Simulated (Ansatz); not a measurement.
One stationary structure of SiC. Space group F-43m (No. 216), zinc blende type. Method: r2SCAN (plane waves to 500 eV, PAW, scalar-relativistic; Ansatz, an electronic-structure program).

```cif
data_CSi
_chemical_formula_sum 'Si1 C1'
_space_group_name_H-M_alt 'P 1'
_space_group_IT_number 1
_cell_length_a 3.08039
_cell_length_b 3.08039
_cell_length_c 3.08039
_cell_angle_alpha 60.000
_cell_angle_beta 60.000
_cell_angle_gamma 60.000
loop_
_space_group_symop_operation_xyz
  'x, y, z'
loop_
_atom_site_label
_atom_site_type_symbol
_atom_site_fract_x
_atom_site_fract_y
_atom_site_fract_z
_atom_site_occupancy
Si1 Si 0.50000 0.50000 0.50000 1
C1 C 0.75000 0.75000 0.75000 1
```

Task: Give the band gap at the level r2SCAN.

Result: 1.71 eV, indirect (valence top at Γ, conduction bottom at X) (no spin-orbit coupling).

Task: Give the smallest direct gap at the level r2SCAN.

Result: 5.05 eV at X.

No spin polarisation in the result.

Measured for SiC: a 4.346 Å (static lattice; corrected from measurement; as listed in Daniel Mejia-Rodriguez, S. B. Trickey, Phys. Rev. B (2018)); gap 2.53 eV (static lattice; corrected from measurement; as listed in Wei Chen et al., Physical Review Materials (2018)). Computed minus measured — a: r2SCAN +0.2 %; gap: r2SCAN -0.82 eV. The computed values are for a static lattice, and a measured gap can be an optical one, lowered by exciton binding.

It was reached from a disturbed copy of a P-6m2 (No. 187) cell (AFLOW prototype AB_hP2_187_d_a (B_h, as in WC)), against which it lies -1.47 eV/atom.
